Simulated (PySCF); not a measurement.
A GIAO shielding run with PySCF (density fitting, non-relativistic, gas phase) on SMILES PPP, H5P3:

```
$ OMP_NUM_THREADS=1 python probes_run.py task.json out

{"job": {"kind": "nmr", "xc": "PBE", "basis": "pcSseg-2", "pop": false}, "charge": 0, "multiplicity": 1}
P      1.698040    -0.176321    -0.175661
P     -0.012299    -0.500508     1.245498
P     -1.607450    -0.356282    -0.329040
H      1.626795     1.248307    -0.061822
H      2.682396    -0.263310     0.858867
H      0.070036    -1.924960     1.120899
H     -1.717855     1.064619    -0.201568
H     -2.666499    -0.576398     0.607396
```

Hardware: 1 thread of an Arm Neoverse V2, shared host.

Problem. How large is the calculation?

Solution. 50 electrons, 199 basis functions and 639 auxiliary functions.

Problem. How long does it take, and how much memory does it need?

Solution. 13 s of wall time, with 13 SCF cycles; peak memory 1 GiB. Times on a shared host scatter by some tens of per cent.

Problem. And these other runs on the same molecule and hardware: GIAO shielding at B3LYP/pcSseg-2; GIAO shielding at B97-D/pcSseg-2; GIAO shielding at BLYP/pcSseg-2; GIAO shielding at BP86/pcSseg-2; GIAO shielding at HF/pcSseg-2; GIAO shielding at KT2/pcSseg-2?

Solution. B3LYP/pcSseg-2: 199 functions, 9.7 s; B97-D/pcSseg-2: 199 functions, 13 s; BLYP/pcSseg-2: 199 functions, 12 s; BP86/pcSseg-2: 199 functions, 13 s; HF/pcSseg-2: 199 functions, 5.6 s; KT2/pcSseg-2: 199 functions, 13 s.
